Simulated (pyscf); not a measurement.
Concerted two-bond exchange: GeH₂ (SMILES [GeH2]) [singlet] + NH₃ (SMILES N) → HN=GeH₂ (SMILES [NH]=[GeH2]) + H₂ (SMILES [H][H])

Gas phase, singlet surface, charge 0. Bonds broken: N4–H5, N4–H6. Bonds formed: Ge1–N4, H5–H6. Structures and frequencies: ωB97X-D3(BJ)/def2-SVP in PySCF.

Transition state (Å):

```xyz
7

Ge    -0.1747     0.7985    -0.3810
H      1.2899     0.7091    -0.8750
H     -0.1439     1.6433     0.9252
N     -0.6734    -0.9305    -0.0263
H     -0.1119    -1.9212     0.0791
H     -0.0199    -2.0442     1.0923
H     -1.5913    -1.1012     0.3863
```

One imaginary mode, 1395i cm⁻¹; descent along it reached the two sides named, in the forms told below.

```tsv
bond	change	reactant side (Å)	saddle	product side
N4–H5	breaks	1.020	1.144	2.511
N4–H6	breaks	1.020	1.708	3.3
Ge1–N4	forms	2.185	1.834	1.694
H5–H6	forms	1.653	1.025	0.764
```

Electronic energies relative to the separated reactants (kcal/mol):

```tsv
level	barrier	reaction energy	reverse barrier
ωB97X-D3(BJ)/def2-TZVP	68.8	+18.5	50.3
PBE/def2-TZVP	47.6	+15.2	32.4
r²SCAN/def2-TZVP	49.9	+13.8	36.1
B3LYP-D3(BJ)/def2-TZVP	58.0	+19.1	38.9
PBE0-D3(BJ)/def2-TZVP	57.5	+19.0	38.4
M06-2X/def2-TZVP	66.3	+18.4	47.9
ωB97M-D3(BJ)/def2-TZVP	69.3	+22.3	47.0
HF/def2-TZVP	96.1	+31.1	65.0
```

With ωB97M-D3(BJ)/def2-TZVP energies and thermal terms (ideal gas, 1 atm, RRHO with modes under 100 cm⁻¹ raised to 100, one conformer, R ln 2 for chiral ones without a mode under 150 cm⁻¹), in kcal/mol:

| T (K) | ΔH‡ | ΔG‡ | ΔH | ΔG |
|---|---|---|---|---|
| 298 | 65.1 | 74.7 | +17.9 | +19.7 |
| 600 | 65.6 | 84.3 | +19.0 | +21.1 |
| 900 | 66.6 | 93.4 | +20.2 | +21.8 |
| 1200 | 67.7 | 102.2 | +21.1 | +22.2 |

On the reactant side the descent ends in an adduct with a Ge–N contact, 27.4 kcal/mol under the separated species and 96.2 kcal/mol under the saddle at ωB97X-D3(BJ)/def2-TZVP. What is counted as formed (Ge–N) is already present as a longer contact in the reactant adduct; forming that adduct is a step of its own. The same reactants have a lower exit, to H₂N–GeH: [singlet] + H₂ (barrier +11.6 kcal/mol at ωB97M-D3(BJ)/def2-TZVP, against +69.3 kcal/mol here). HN=GeH₂ lies 37.2 kcal/mol over its isomer H₂N–GeH: [singlet] (electronic energy, ωB97M-D3(BJ)/def2-TZVP). This is the saddle that the search found; another between the same sides may lie lower. A restricted solution here is unstable towards spin polarisation, so biradical character is likely and single-reference numbers are less safe. Elements up to Kr have no core potential and no relativistic terms here.
